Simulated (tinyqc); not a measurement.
Inside a calculation. Method: CIS and TDHF on RHF in the sto-3g basis, frozen core, for HF, spin multiplicity 1. One step of it, computed by the program tinyqc.

Task: CIS matrix, singlets. A(ia,jb) = (e_a - e_i) d_ij d_ab + 2 (ia|jb) - (ij|ab).

orbital energies (hartree): MO1 -25.918755, MO2 -1.425908, MO3 -0.519289, MO4 -0.462206, MO5 -0.462206, MO6 0.438412

Two-electron integrals over orbitals (pq|rs), unique and non-zero (hartree); the lowest 1 orbital is frozen and left out:
```
p,q,r,s,(pq|rs)
2,2,2,2,0.865365
3,2,2,2,-0.040830
3,2,3,2,0.144454
3,3,2,2,0.715292
3,3,3,2,-0.024182
3,3,3,3,0.704918
4,2,4,2,0.186830
4,3,4,2,-0.033260
4,3,4,3,0.039098
4,4,2,2,0.889520
4,4,3,2,-0.072146
4,4,3,3,0.704119
4,4,4,4,0.997514
5,2,5,2,0.186830
5,3,5,2,-0.033260
5,3,5,3,0.039098
5,4,5,4,0.053770
5,5,2,2,0.889520
5,5,3,2,-0.072146
5,5,3,3,0.704119
5,5,4,4,0.889973
5,5,5,5,0.997514
6,2,2,2,-0.101303
6,2,3,2,-0.067408
6,2,3,3,-0.025749
6,2,4,4,-0.099512
6,2,5,5,-0.099512
6,2,6,2,0.092495
6,3,2,2,-0.213365
6,3,3,2,0.088063
6,3,3,3,-0.103148
6,3,4,4,-0.229353
6,3,5,5,-0.229353
6,3,6,2,0.044215
6,3,6,3,0.213354
6,4,4,2,-0.033384
6,4,4,3,-0.020065
6,4,6,4,0.029890
6,5,5,2,-0.033384
6,5,5,3,-0.020065
6,5,6,5,0.029890
6,6,2,2,0.653869
6,6,3,2,0.054494
6,6,3,3,0.658879
6,6,4,4,0.634533
6,6,5,5,0.634533
6,6,6,2,-0.058968
6,6,6,3,-0.022048
6,6,6,6,0.690758
```

Give: CIS matrix A, singlet.

Result:

CIS matrix A, singlet (hartree):
```
,2>6,3>6,4>6,5>6
2>6,1.395,0.034,0.000,0.000
3>6,0.034,0.726,0.000,0.000
4>6,0.000,0.000,0.326,0.000
5>6,0.000,0.000,0.000,0.326
```
